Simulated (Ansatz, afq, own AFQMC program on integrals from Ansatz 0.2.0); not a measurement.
Integrals from Ansatz 0.2.0, then the random walk in our own AFQMC program (afq).

```yaml
crystal:
  periodic: [false, false, false]
  atoms:
    - {symbol: N, position_ang: [0.000000, -0.112081, 0.460933]}
    - {symbol: O, position_ang: [0.000000, 0.046353, -0.464604]}
    - {symbol: H, position_ang: [0.000000, 0.821743, 0.969534]}
basis:
  gaussian: {orbitals: cc-pVDZ}
magnetization: {spin_polarized: false}
correlation: {method: ccsd_t, electrons: outside_noble_gas, hamiltonian_folder: ham}
```

```sh
$ ansatz run in.yaml --threads 1 --pin off --events-out ev --progress --plain --max-ram 1382MiB
```

Options of the walk:

```
--method phaseless --trial hf --walkers 180 --populations 1 --least-time 40 --time-step 0.005 --steps-per-block 20 --equilibration-blocks 112 --max-blocks 600 --target-error 0.00126 --factor-cut 1e-05 --seed 3950 --taylor-order 6
```

Times are imaginary, in 1/Eh. The walk had a cap of 508 s.

afq prints:

```
orbitals 31  electrons 6 6  factors 241 of 307
reference energy -129.61611392 Eh
CCSD correlation -0.32538896 Eh in 10 cycles, weight of the determinant in the CISD state 0.9096
energy of the start -129.616114 Eh
 block  time / (1/Eh)  mean weight  energy / Eh
     1     0.100  1.0026  -129.729806
     2     0.200  1.0033  -129.802115
     3     0.300  1.0021  -129.853001
     4     0.400  1.0048  -129.870042
     5     0.500  1.0014  -129.884750
     7     0.700  1.0023  -129.898211
     9     0.900  1.0002  -129.920001
    18     1.800  1.0000  -129.933471
    52     5.200  1.0010  -129.991326
    86     8.600  0.9993  -129.959198
   120    12.000  0.9993  -129.969164
   154    15.400  0.9987  -129.958647
   188    18.800  1.0016  -129.973821
   222    22.200  1.0026  -129.933929
   256    25.600  0.9982  -129.905589
   290    29.000  1.0014  -129.954207
   324    32.400  1.0006  -129.972920
   358    35.800  0.9993  -129.942784
   392    39.200  1.0021  -129.963169
   426    42.600  1.0000  -129.981555
   460    46.000  0.9996  -129.977806
   494    49.400  1.0013  -129.939073
   528    52.800  1.0015  -129.957950
   562    56.200  0.9987  -129.947388
   596    59.600  1.0007  -129.942067
   630    63.000  0.9995  -129.924950
   664    66.400  1.0008  -129.963570
   698    69.800  1.0028  -130.041451
blocks merged  error / Eh  count
     1  0.000965  600
     2  0.001261  300
     4  0.001625  150
     8  0.001966  75
    16  0.002314  37
    32  0.002312  18
    64  0.002689  9
energy -129.955200 +/- 0.002314 Eh
(rows thinned)
```

The run passed its tests (sampling time, drift between the halves within three errors, error under three times the target), which doesn't prove that it has relaxed.

Against this walk (error 63.0 meV) on the same determinant: CCSD(T) 164.7 meV higher, CCSDT(Q) 134.2 meV higher, a separate phaseless walk with a CISD trial and standard settings 132.6 ± 64.0 meV higher. The error is statistical and leaves out the bias of the constraint.

Cautions: constraint bias not in the error; error above the target (63.0 against 34.3 meV).

The walk took 3.1 min on 1 thread of Arm Neoverse V1, with other jobs on the host. The log's last line is the phaseless energy.

CCSDT and higher add their correlation energy to the determinant of the CCSD(T) run, since their own runs factorise the integrals more tightly (a shift of under 2 meV). A walk keeps the symmetry of its determinant, which the program's search chose and which needn't be the lowest solution, so a lower state of the same spin and another symmetry isn't excluded.
